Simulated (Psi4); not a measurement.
Reaction (SMILES): ClCC + 2 [H][H] (H2) → 2 C (CH4) + Cl (HCl)
B3LYP-D3(BJ)/def2-TZVP geometries, fixed; electronic energies without zero-point terms.
Largest species:
```
C
H 1 1.0874
H 1 1.0874 2 109.04
C 1 1.5122 2 112.08 3 -124.70
H 4 1.0899 1 111.03 2 -58.14
H 4 1.0899 5 108.44 1 122.25
H 4 1.0932 5 108.41 6 117.50
Cl 1 1.8106 2 105.94 3 113.62
```

Effect of the integral screening threshold at B3LYP/cc-pV(T+d)Z with Psi4, against the last row, where the energy of full hydrogenation is -39.72 kcal/mol.

```json
[
 {"setting": "ints_tolerance: 1e-6", "largest shift of a total energy (mEh)": "-0.001", "shift of the energy of full hydrogenation (kcal/mol)": "0.001"},
 {"setting": "ints_tolerance: 1e-8", "largest shift of a total energy (mEh)": "0.000", "shift of the energy of full hydrogenation (kcal/mol)": "0.000"},
 {"setting": "ints_tolerance: 1e-10", "largest shift of a total energy (mEh)": "0.000", "shift of the energy of full hydrogenation (kcal/mol)": "0.000"},
 {"setting": "ints_tolerance: 1e-14", "largest shift of a total energy (mEh)": "0.000", "shift of the energy of full hydrogenation (kcal/mol)": "0.000"}
]
```

Within 0.02 kcal/mol in the energy of full hydrogenation: ints_tolerance: 1e-6; ints_tolerance: 1e-8; ints_tolerance: 1e-10. The largest shift is 0.001 mEh in a total energy and 0.001 kcal/mol in the difference.
